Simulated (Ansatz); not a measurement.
# Molecular dynamics, step by step

CH₅BS, singlet, PBE0-D4/def2-SVP (Ansatz 0.2.0). Settings (timestep in fs, temperature in K; T counts 18 degrees of freedom):

```yaml
hamiltonian: {xc: pbe0, dispersion: d4}
md: {n_steps: 80, timestep: 0.25, temperature: 100, ensemble: nvt_nose_hoover, seed: 721, initial_velocities: maxwell_boltzmann}
```

Start, the saddle point found with PBE0-D4 in triple zeta (not stationary at another level):

```json
{"atom": "B1", "x (Å)": "-0.6866", "y (Å)": "0.3745", "z (Å)": "-0.0334"}
{"atom": "S2", "x (Å)": "-0.4557", "y (Å)": "-0.9496", "z (Å)": "1.5196"}
{"atom": "C3", "x (Å)": "0.3974", "y (Å)": "0.3865", "z (Å)": "-0.9571"}
{"atom": "H4", "x (Å)": "0.3962", "y (Å)": "0.1492", "z (Å)": "1.1105"}
{"atom": "H5", "x (Å)": "-1.6248", "y (Å)": "1.0551", "z (Å)": "0.2282"}
{"atom": "H6", "x (Å)": "0.3050", "y (Å)": "-1.8306", "z (Å)": "0.8475"}
{"atom": "H7", "x (Å)": "0.4374", "y (Å)": "1.1249", "z (Å)": "-1.7531"}
{"atom": "H8", "x (Å)": "1.2311", "y (Å)": "-0.3100", "z (Å)": "-0.9622"}
```

```json
{"step": "0", "time (fs)": "0.00", "potential energy less the start (meV)": "0.0", "kinetic energy (meV)": "77.6", "T (K)": "100"}
{"step": "5", "time (fs)": "1.25", "potential energy less the start (meV)": "22.5", "kinetic energy (meV)": "55.1", "T (K)": "71"}
{"step": "10", "time (fs)": "2.50", "potential energy less the start (meV)": "40.3", "kinetic energy (meV)": "37.5", "T (K)": "48"}
{"step": "15", "time (fs)": "3.75", "potential energy less the start (meV)": "30.9", "kinetic energy (meV)": "46.7", "T (K)": "60"}
{"step": "20", "time (fs)": "5.00", "potential energy less the start (meV)": "19.9", "kinetic energy (meV)": "57.7", "T (K)": "74"}
{"step": "25", "time (fs)": "6.25", "potential energy less the start (meV)": "31.1", "kinetic energy (meV)": "46.6", "T (K)": "60"}
{"step": "30", "time (fs)": "7.50", "potential energy less the start (meV)": "50.8", "kinetic energy (meV)": "27.0", "T (K)": "35"}
{"step": "35", "time (fs)": "8.75", "potential energy less the start (meV)": "51.8", "kinetic energy (meV)": "26.0", "T (K)": "33"}
{"step": "40", "time (fs)": "10.00", "potential energy less the start (meV)": "33.4", "kinetic energy (meV)": "44.3", "T (K)": "57"}
{"step": "45", "time (fs)": "11.25", "potential energy less the start (meV)": "19.2", "kinetic energy (meV)": "58.6", "T (K)": "76"}
{"step": "50", "time (fs)": "12.50", "potential energy less the start (meV)": "17.8", "kinetic energy (meV)": "60.1", "T (K)": "77"}
{"step": "55", "time (fs)": "13.75", "potential energy less the start (meV)": "16.7", "kinetic energy (meV)": "61.4", "T (K)": "79"}
{"step": "60", "time (fs)": "15.00", "potential energy less the start (meV)": "3.1", "kinetic energy (meV)": "75.0", "T (K)": "97"}
{"step": "65", "time (fs)": "16.25", "potential energy less the start (meV)": "-21.1", "kinetic energy (meV)": "99.3", "T (K)": "128"}
{"step": "70", "time (fs)": "17.50", "potential energy less the start (meV)": "-42.3", "kinetic energy (meV)": "120.6", "T (K)": "155"}
{"step": "75", "time (fs)": "18.75", "potential energy less the start (meV)": "-56.7", "kinetic energy (meV)": "135.2", "T (K)": "174"}
{"step": "80", "time (fs)": "20.00", "potential energy less the start (meV)": "-74.2", "kinetic energy (meV)": "152.8", "T (K)": "197"}
```

Step 20, positions (Å) and forces (eV/Å):

```
atom       x       y       z      Fx      Fy      Fz
  B1  -0.685   0.382  -0.034  -0.259  -0.326   0.451
  S2  -0.457  -0.949   1.518   0.072  -0.279   0.089
  C3   0.403   0.381  -0.946   0.361   0.215  -0.950
  H4   0.376   0.161   1.071   0.121   0.180   0.015
  H5  -1.640   1.020   0.282  -0.134   0.280  -0.145
  H6   0.337  -1.807   0.836  -0.057  -0.055   0.078
  H7   0.392   1.115  -1.777   0.130  -0.196   0.337
  H8   1.245  -0.329  -1.002  -0.234   0.182   0.125
```

Step 40, positions (Å) and forces (eV/Å):

```json
{"atom": "B1", "x": "-0.688", "y": "0.382", "z": "-0.026", "Fx": "-0.477", "Fy": "-0.041", "Fz": "0.562"}
{"atom": "S2", "x": "-0.459", "y": "-0.950", "z": "1.517", "Fx": "0.262", "Fy": "-0.077", "Fz": "-0.092"}
{"atom": "C3", "x": "0.413", "y": "0.378", "z": "-0.950", "Fx": "-0.600", "Fy": "0.010", "Fz": "0.053"}
{"atom": "H4", "x": "0.379", "y": "0.211", "z": "1.032", "Fx": "-0.077", "Fy": "-0.001", "Fz": "-0.048"}
{"atom": "H5", "x": "-1.678", "y": "1.044", "z": "0.300", "Fx": "0.683", "Fy": "-0.221", "Fz": "-0.436"}
{"atom": "H6", "x": "0.359", "y": "-1.798", "z": "0.840", "Fx": "-0.131", "Fy": "0.035", "Fz": "0.135"}
{"atom": "H7", "x": "0.376", "y": "1.095", "z": "-1.762", "Fx": "0.215", "Fy": "0.406", "Fz": "-0.308"}
{"atom": "H8", "x": "1.236", "y": "-0.332", "z": "-1.014", "Fx": "0.125", "Fy": "-0.110", "Fz": "0.134"}
```

Step 55, positions (Å) and forces (eV/Å):

```csv
atom,x,y,z,Fx,Fy,Fz
B1,-0.697,0.381,-0.012,1.297,-0.929,-0.248
S2,-0.458,-0.951,1.515,-0.180,0.320,0.164
C3,0.414,0.376,-0.953,-1.159,0.814,-0.224
H4,0.373,0.252,0.996,-0.053,0.031,-0.199
H5,-1.623,1.042,0.254,-0.606,0.582,0.057
H6,0.358,-1.788,0.862,0.184,-0.237,-0.164
H7,0.396,1.126,-1.782,0.219,-0.358,0.545
H8,1.230,-0.336,-1.002,0.297,-0.224,0.069
```

Last step (80):

B1  (-0.685, 0.358, 0.008)
S2  (-0.459, -0.951, 1.514)
C3  (0.399, 0.381, -0.959)
H4  (0.369, 0.343, 0.869)
H5  (-1.632, 1.145, 0.181)
H6  (0.383, -1.810, 0.870)
H7  (0.486, 1.143, -1.726)
H8  (1.226, -0.338, -0.961)
(Å)

The run took about 84 s on 2 CPU threads of an Arm Neoverse V1 (shared host).
